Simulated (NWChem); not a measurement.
Program: NWChem. System: tetrafluoroethylene (C$_{2}$F$_{4}$), charge 0, spin multiplicity 1, at a geometry optimised with PBE/def2-SVP. Level: RHF/def2-TZVP.

Output (cleaned and shortened):

```
             Northwest Computational Chemistry Package (NWChem) 7.3.0
             --------------------------------------------------------

                                NWChem Input Module
                                -------------------

 Scaling coordinates for geometry "geometry" by  1.889725989
 (inverse scale =  0.529177249)

 Turning off AUTOSYM since
 SYMMETRY directive was detected!

                             Geometry "geometry" -> ""
                             -------------------------

 Output coordinates in angstroms (scale by  1.889725989 to convert to a.u.)

  No.       Tag          Charge          X              Y              Z
 ---- ---------------- ---------- -------------- -------------- --------------
    1 F                    9.0000     1.10942100     0.00000000    -1.39594100
    2 C                    6.0000     0.00000000     0.00000000    -0.67228500
    3 F                    9.0000    -1.10942100     0.00000000    -1.39594100
    4 C                    6.0000     0.00000000     0.00000000     0.67228500
    5 F                    9.0000    -1.10942100     0.00000000     1.39594100
    6 F                    9.0000     1.10942100     0.00000000     1.39594100

 Effective nuclear repulsion energy (a.u.)     242.5437754145

            Nuclear Dipole moment (a.u.)
            ----------------------------
        X                 Y               Z
 ---------------- ---------------- ----------------
     0.0000000000     0.0000000000     0.0000000000

      Symmetry information
      --------------------

 Group name             D2h
 Group number             26
 Group order               8
 No. of unique centers     2

      Symmetry unique atoms

     1    2


 Summary of "ao basis" -> "" (spherical)
 ------------------------------------------------------------------------------
       Tag                 Description            Shells   Functions and Types
 ---------------- ------------------------------  ------  ---------------------
 *                         def2-tzvp                  on all atoms

 Summary of "ao basis" -> "ao basis" (spherical)
 ------------------------------------------------------------------------------
       Tag                 Description            Shells   Functions and Types
 ---------------- ------------------------------  ------  ---------------------
 F                         def2-tzvp                11       31   5s3p2d1f
 C                         def2-tzvp                11       31   5s3p2d1f

                                 NWChem SCF Module
                                 -----------------

  ao basis        = "ao basis"
  functions       =   186
  atoms           =     6
  closed shells   =    24
  open shells     =     0
  charge          =   0.00
  wavefunction    = RHF
  use symmetry    = T
  symmetry adapt  = T

 Summary of "ao basis" -> "ao basis" (spherical)
 ------------------------------------------------------------------------------
       Tag                 Description            Shells   Functions and Types
 ---------------- ------------------------------  ------  ---------------------
 F                         def2-tzvp                11       31   5s3p2d1f
 C                         def2-tzvp                11       31   5s3p2d1f

      Symmetry analysis of basis
      --------------------------

        ag         35
        au         13
        b1g        13
        b1u        35
        b2g        28
        b2u        17
        b3g        17
        b3u        28

 Forming initial guess at       0.3s

      Superposition of Atomic Density Guess
      -------------------------------------

 Sum of atomic energies:        -473.01496988

      Non-variational initial energy
      ------------------------------

 Total energy =    -474.831445
 1-e energy   =   -1140.808884
 2-e energy   =     423.433664
 HOMO         =      -0.186421
 LUMO         =       0.128883

      Symmetry analysis of molecular orbitals - initial
      -------------------------------------------------

  Numbering of irreducible representations:

     1 ag          2 au          3 b1g         4 b1u         5 b2g
     6 b2u         7 b3g         8 b3u

  Orbital symmetries:
[...]
             ----- ------------------- --------- --------- --------
                 1     -473.4922358661  1.62D+00  4.67D-01      5.8
                 2     -473.6133517617  4.07D-01  9.23D-02      6.5
                 3     -473.6248567567  2.93D-02  8.34D-03      7.6
                 4     -473.6249388012  2.01D-04  6.59D-05      9.1
                 5     -473.6249388052  1.12D-08  2.08D-09     11.6

       Final RHF  results
       ------------------

         Total SCF energy =   -473.624938805156
      One-electron energy =  -1140.695773668987
      Two-electron energy =    424.527059449346
 Nuclear repulsion energy =    242.543775414485

        Time for solution =      6.2s

       Symmetry analysis of molecular orbitals - final
       -----------------------------------------------

  Numbering of irreducible representations:

     1 ag          2 au          3 b1g         4 b1u         5 b2g
     6 b2u         7 b3g         8 b3u

  Orbital symmetries:

     1 b2g         2 b3u         3 b1u         4 ag          5 ag
     6 b1u         7 ag          8 b1u         9 b3u        10 b2g
    11 ag         12 b1u        13 ag         14 b3u        15 b2u
    16 b2g        17 b3g        18 b1u        19 b1g        20 au
    21 b3u        22 b2g        23 ag         24 b2u        25 ag
    26 b3g        27 b3u        28 b1u        29 b2u        30 b2g
    31 b1u        32 ag         33 b3g        34 b3u

             Final eigenvalues
             -----------------

              1
    1  -26.3680
    2  -26.3680
    3  -26.3680
    4  -26.3680
    5  -11.4516
    6  -11.4500
    7   -1.7247
    8   -1.7102
    9   -1.6651
   10   -1.6554
   11   -1.0948
   12   -0.9171
   13   -0.8610
   14   -0.8406
   15   -0.8024
   16   -0.7902
   17   -0.7632
   18   -0.7391
   19   -0.7171
   20   -0.7107
   21   -0.6978
   22   -0.6822
   23   -0.6738
   24   -0.4019
   25    0.1705
   26    0.1786
   27    0.2174
   28    0.2222
   29    0.2963
   30    0.3594
   31    0.3636
   32    0.3729
   33    0.3778
   34    0.3843

                       ROHF Final Molecular Orbital Analysis
                       -------------------------------------

 Vector   22  Occ=2.000000D+00  E=-6.821853D-01  Symmetry=b2g
              MO Center= -5.2D-16,  2.9D-31,  3.1D-16, r^2= 3.6D+00
   Bfn.  Coefficient  Atom+Function         Bfn.  Coefficient  Atom+Function
  ----- ------------  ---------------      ----- ------------  ---------------
     6      0.194377  1 F  px                68      0.194377  3 F  px
   130     -0.194377  5 F  px               161     -0.194377  6 F  px
     8      0.171143  1 F  pz                70     -0.171143  3 F  pz
   132     -0.171143  5 F  pz               163      0.171143  6 F  pz
     9      0.169375  1 F  px                71      0.169375  3 F  px

 Vector   23  Occ=2.000000D+00  E=-6.738470D-01  Symmetry=ag
              MO Center= -2.1D-14,  4.6D-18,  1.1D-14, r^2= 3.0D+00
   Bfn.  Coefficient  Atom+Function         Bfn.  Coefficient  Atom+Function
  ----- ------------  ---------------      ----- ------------  ---------------
     8      0.225759  1 F  pz                70      0.225759  3 F  pz
   132     -0.225759  5 F  pz               163     -0.225759  6 F  pz
    11      0.198540  1 F  pz                73      0.198540  3 F  pz
   135     -0.198540  5 F  pz               166     -0.198540  6 F  pz
    39     -0.172555  2 C  pz               101      0.172555  4 C  pz

 Vector   24  Occ=2.000000D+00  E=-4.019428D-01  Symmetry=b2u
              MO Center= -2.1D-16, -2.4D-16, -1.2D-16, r^2= 1.8D+00
   Bfn.  Coefficient  Atom+Function         Bfn.  Coefficient  Atom+Function
  ----- ------------  ---------------      ----- ------------  ---------------
    41      0.292159  2 C  py               103      0.292159  4 C  py
    38      0.283031  2 C  py               100      0.283031  4 C  py

 Vector   25  Occ=0.000000D+00  E= 1.705446D-01  Symmetry=ag
              MO Center=  1.3D-15,  6.4D-18, -2.6D-15, r^2= 5.5D+00
   Bfn.  Coefficient  Atom+Function         Bfn.  Coefficient  Atom+Function
  ----- ------------  ---------------      ----- ------------  ---------------
    36      1.578601  2 C  s                 98      1.578601  4 C  s
     5     -0.842166  1 F  s                 67     -0.842166  3 F  s
   129     -0.842166  5 F  s                160     -0.842166  6 F  s
    45     -0.549963  2 C  pz               107      0.549963  4 C  pz
    12      0.291800  1 F  px                74     -0.291800  3 F  px

 Vector   26  Occ=0.000000D+00  E= 1.785683D-01  Symmetry=b3g
              MO Center=  1.3D-15, -2.4D-14, -9.0D-17, r^2= 2.3D+00
   Bfn.  Coefficient  Atom+Function         Bfn.  Coefficient  Atom+Function
  ----- ------------  ---------------      ----- ------------  ---------------
    44      0.756445  2 C  py               106     -0.756445  4 C  py
    41      0.373792  2 C  py               103     -0.373792  4 C  py
    38      0.332324  2 C  py               100     -0.332324  4 C  py
    13     -0.201257  1 F  py                75     -0.201257  3 F  py
   137      0.201257  5 F  py               168      0.201257  6 F  py

 Vector   27  Occ=0.000000D+00  E= 2.174363D-01  Symmetry=b3u
              MO Center= -1.6D-15,  4.2D-32,  1.1D-16, r^2= 4.0D+00
   Bfn.  Coefficient  Atom+Function         Bfn.  Coefficient  Atom+Function
  ----- ------------  ---------------      ----- ------------  ---------------
    43      0.835650  2 C  px               105      0.835650  4 C  px
     5     -0.742272  1 F  s                 67      0.742272  3 F  s
   129      0.742272  5 F  s                160     -0.742272  6 F  s
    40      0.415470  2 C  px               102      0.415470  4 C  px
    14     -0.313039  1 F  pz                76      0.313039  3 F  pz

 center of mass
 --------------
 x =   0.00000000 y =   0.00000000 z =   0.00000000

 moments of inertia (a.u.)
 ------------------
         567.557237698628           0.000000000000           0.000000000000
           0.000000000000         901.573379108347           0.000000000000
           0.000000000000           0.000000000000         334.016141409719

  Mulliken analysis of the total density
  --------------------------------------

    Atom       Charge   Shell Charges
 -----------   ------   -------------------------------------------------------
    1 F    9     9.22   0.77  1.20  0.60  1.01  0.34  2.23  2.26  0.78  0.00  0.02  0.00
    2 C    6     5.57   0.85  1.13  0.50  0.43  0.02  1.15  1.07  0.14  0.06  0.19  0.03
    3 F    9     9.22   0.77  1.20  0.60  1.01  0.34  2.23  2.26  0.78  0.00  0.02  0.00
    4 C    6     5.57   0.85  1.13  0.50  0.43  0.02  1.15  1.07  0.14  0.06  0.19  0.03
    5 F    9     9.22   0.77  1.20  0.60  1.01  0.34  2.23  2.26  0.78  0.00  0.02  0.00
    6 F    9     9.22   0.77  1.20  0.60  1.01  0.34  2.23  2.26  0.78  0.00  0.02  0.00

       Multipole analysis of the density wrt the origin
       ------------------------------------------------

     L   x y z        total         open         nuclear
     -   - - -        -----         ----         -------
     0   0 0 0     -0.000000      0.000000     48.000000

     1   1 0 0      0.000000      0.000000      0.000000
     1   0 1 0      0.000000      0.000000      0.000000
     1   0 0 1      0.000000      0.000000      0.000000

     2   2 0 0    -24.414100      0.000000    158.231497
     2   1 1 0     -0.000000      0.000000      0.000000
     2   1 0 1     -0.000000      0.000000      0.000000
     2   0 2 0    -21.693843      0.000000      0.000000
     2   0 1 1     -0.000000      0.000000      0.000000
     2   0 0 2    -24.110157      0.000000    269.883369

 Task  times  cpu:       11.8s     wall:       11.8s

 Total times  cpu:       11.8s     wall:       11.8s
```

Problem. Write an NWChem input that would produce this output.

Solution. Several could match; the one computed here: 
```
start mol
memory heap 200 mb stack 900 mb global 1100 mb
geometry units angstroms nocenter noautoz
  F      1.109421     0.000000    -1.395941
  C      0.000000     0.000000    -0.672285
  F     -1.109421     0.000000    -1.395941
  C      0.000000     0.000000     0.672285
  F     -1.109421     0.000000     1.395941
  F      1.109421     0.000000     1.395941
  symmetry group D2h
end
basis spherical
  * library def2-tzvp
end
scf
  rhf
  nopen 0
  maxiter 100
  thresh 1e-7
  semidirect memsize 60000000 filesize 0
end
task scf energy
```
